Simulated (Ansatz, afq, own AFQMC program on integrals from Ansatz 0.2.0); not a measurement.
## The C1–H5 bond of CH$_{4}$Se, singlet, worked out

```
atom    x (Å)    y (Å)    z (Å)
   C  -0.1322  -0.3510  -0.3899
  Se   0.8576   0.2576   1.1737
   H  -1.2067  -0.4149  -0.1768
   H   0.2466  -1.3563  -0.6174
   H   0.0509   0.3024  -1.2522
   H   0.1837   1.5622   1.2626
```

The molecule and both fragments are relaxed with PBE0/def2-SVP; the fragments keep their bonds.

Basis def2-TZVP. Only valence electrons are correlated. AFQMC by an in-house program on the Cholesky factors that Ansatz 0.2.0 writes for its CCSD(T) run. The CISD trial takes its coefficients from CCSD amplitudes. Released means that phaseless walkers are propagated on without the constraint, phases kept. Error bars are statistical, one sigma. No spin–orbit coupling.

Total energies in eV. CBS is CCSD(T) at the limit of def2-TZVPP/QZVPP (extrapolated itself); the highest rung of each member is named.

Cautions: inner d shell frozen; no relativity below Rb; no spin-orbit coupling.

```tsv
member	count	CCSD(T)/def2-TZVP	highest rung in def2-TZVP	which	CCSD(T)/CBS
CH₃Se, doublet	+1	-66389.4063	-66389.4536	CCSDT(Q)	-66392.2332
H (doublet)	+1	-13.6005	-13.6005	FCI	-13.6059
CH₄Se, singlet	-1	-66407.4279	-66407.4659	CCSDT(Q)	-66410.3854
```

Question: Work out the best estimate of the bond energy: the CCSD(T)/CBS difference plus the step from CCSD(T) to the highest rung.

Answer: Sums with the counts: CCSD(T)/CBS 4.5463 eV, highest rung 4.4118 eV, CCSD(T)/def2-TZVP 4.4211 eV. The step is 4.4118 − 4.4211 = -0.0093 eV, so the best estimate is 4.5463 + (-0.0093) = 4.5370 eV = 104.6 kcal/mol. The basis set is worth 0.125 eV of it. Zero-point, core-correlation and spin–orbit terms aren't in it. Past Ne the Hartree–Fock part of each CBS total tends to overshoot, since the cores don't follow the formula; that largely cancels in the difference.

Best estimates are given only where the step beyond CCSD(T) is under 0.3 eV and no member's determinant is very poor (T1 over 0.05, or 0.07 for open shells, ⟨S²⟩ too high by 0.3, two states mixed), so the hardest cases are missing from such tables.

CCSDT and higher add their correlation energy to the determinant of the CCSD(T) run, since their own runs factorise the integrals more tightly (a shift of under 2 meV). Each member of a difference takes its own highest rung, so a best estimate needn't equal the limit plus the step of one row.
